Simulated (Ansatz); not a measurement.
Size of the dipole moment of organics with sulfur, in D, species as SMILES. Terms: LANL2DZ with its own core potentials from Na on; spin-orbit terms left out; dispersion terms only where a functional's name holds one; non-relativistic. First-principles rows: single points at B3LYP-D3(BJ) geometries (Ansatz, a program for electronic structure).

Measured values: NIST CCCBDB, as tabulated in the package chemicals; dipoles are vibrational averages and may belong to another conformer or a mix. 

The rows were drawn at random among computed neutral closed-shell members with both values; the withheld row is one of them. Species whose geometry shows other bonds than their SMILES are left out. No case is left out for the size of its miss. Left out are saddle points of the reference geometry, anions that the best level run finds unbound, excited spin states, species near biochemistry, 298 K rows of species without real B3LYP wavenumbers, cases with under five habitual levels, runs that failed or that the program found above a lower state of the same kind, table entries that another table contradicts, and a share of species set aside by lot. Sets whose x spans too little, or whose line has r² under 0.6, are not shown, and dipoles under 0.25 D at any level are left out.

| case | B3LYP/LANL2DZ (Ansatz) (x) | measured (y) |
|---|---|---|
| C=S (CH2S) | 1.92 | 1.65 |
| CSC | 1.92 | 1.50 |
| C1CS1 | 2.24 | 1.85 |
| SC (CH4S) [methanethiol] | 1.94 | 1.52 |
| CCS [ethanethiol] | 1.94 | 1.52 |
| C1C=CCS1 | 2.15 | 1.75 |
| CS(C)=O | 4.87 | 3.96 |

Problem. Fit y = a + b·x by least squares, and use it to estimate the measured value for C1CSC1, where B3LYP/LANL2DZ (Ansatz) gives 2.28 D.

Solution. Means: x 2.4257, y 1.9643. Sums about the means: Sxx 7.0684, Sxy 5.7837. Slope b = Sxy/Sxx = 0.8183, intercept a = mean y - b·mean x = -0.021; the rows scatter about the line by 0.051 (root mean square), r² = 1.00. A constant shift, the mean of y - x, would give 1.82 D. Prediction for C1CSC1: 1.84 D. The measured value is 1.85 D, so the fit misses by -0.01 D, against +0.43 D without it. The fit is meant for species like these alone.
